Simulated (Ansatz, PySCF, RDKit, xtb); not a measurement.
# BSiNH4: a search for the lowest isomer

Given the formula BSiNH4 and nothing else, which arrangement of the atoms is the most stable in the gas at 298.15 K, and what are its properties?

Plan: many cheap relaxations first (GFN2-xTB), then density-functional screening, relaxation at r2SCAN-D4/def2-TZVP, vibrations and a final energy. The numbers are computed, not measured.

7 further runs of the same task are left out: 7 set aside as unsound or not needed.

**1. Candidates**

All bonding patterns within simple valence rules are listed by program: one Lewis structure each, at most two rings and one unusual centre or charged pair. O–O, O–halogen and N–halogen bonds and N–N–N chains are not drawn. That gives 32 candidates.

c018 B=[SiH]N; c026 NB[SiH] (triplet); c060 N=B[SiH3]; c169 B1N[SiH2]1; c173 B[Si]N (triplet); c174 NB=[SiH2]; c187 [BH3-][NH+]=[Si]; c238 B[SiH]=N; c318 [B]N[SiH3] (triplet); c398 BN[SiH] (triplet); c487 [NH3+][BH-]=[Si] (triplet); c511 [NH3+][BH-]=[Si]; c512 B=N[SiH3]; c557 [BH2-]1[NH+]=[SiH]1; c564 B=[NH+][SiH2-]; c565 [BH3-][NH+]=[Si] (triplet); c586 [B]N[SiH3]; c598 [BH3-][N+]#[SiH]; c606 B[Si]N; c636 [BH3-][Si+]=N; c638 [BH2-]1[NH2+][Si]1 (triplet); c663 B=[Si-][NH3+]; c668 [BH2-]1[NH2+][Si]1; c681 [BH-]1=[SiH][NH2+]1; c781 B#[SiH-][NH3+]; c789 [NH3+][B-]#[SiH]; c806 BN[SiH]; c826 NB[SiH]; c859 [B][SiH2]N (triplet); c920 N=[BH-][SiH2+]; c954 BN=[SiH2]; c990 [B][SiH2]N.

Candidates are built by distance geometry, with a force field where one applies, in up to four conformers (letters a to d). 10 starts with atoms placed at random are added, to find patterns that the rules miss.

**Question.** With final energies at CCSD(T)/def2-TZVPP, which structure will this search put lowest in free energy, and by what margin?

| quantity | value |
| --- | --- |
| lowest structure found | BN[SiH], singlet, Cs |
| next finalist | B1N[SiH2]1, singlet, 3.7 kcal/mol higher in G |
| share at equilibrium, among the finalists | 99.8 % |
| harmonic wavenumbers, lowest and highest (r2SCAN-D4/def2-TZVP) | 206 and 3534 cm⁻¹ |
| rotational constants, same geometry | 1.484, 0.2057, 0.1807 cm⁻¹ |
| dipole moment (PBE0/def2-TZVPD) | 1.44 D |
| HOMO energy (PBE0/def2-TZVPD) | -6.73 eV |
| LUMO energy (PBE0/def2-TZVPD) | -2.35 eV |
| HOMO–LUMO gap (PBE0/def2-TZVPD) | 4.38 eV |
| lowest excitation (TD-PBE0/def2-SVPD) | 3.07 eV (f = 0.018) |
| strongest of the states computed, same level | 6.30 eV (f = 0.239) |
| lowest triplet excitation, same level, Tamm-Dancoff | 1.75 eV |
| vertical ionisation energy | 8.97 eV |
| vertical electron affinity | 0.59 eV |
| vertical triplet less singlet | +1.81 eV |

The search ends on `BN[SiH]`. The margin, 3.7 kcal/mol, is modest. HF/STO-3G, HF/def2-TZVPP and MP2/def2-TZVPP already put its bonding pattern lowest among the structures in one piece; GFN2-xTB favours the singlet BN=[SiH2]; r2SCAN-D4/def2-SVP and r2SCAN-D4/def2-TZVP favour the singlet B1N[SiH2]1. The search is not exhaustive (a finite list of starts, one conformer a finalist), so a lower isomer can't be ruled out. Patterns outside the rules of the enumeration were met only by chance.
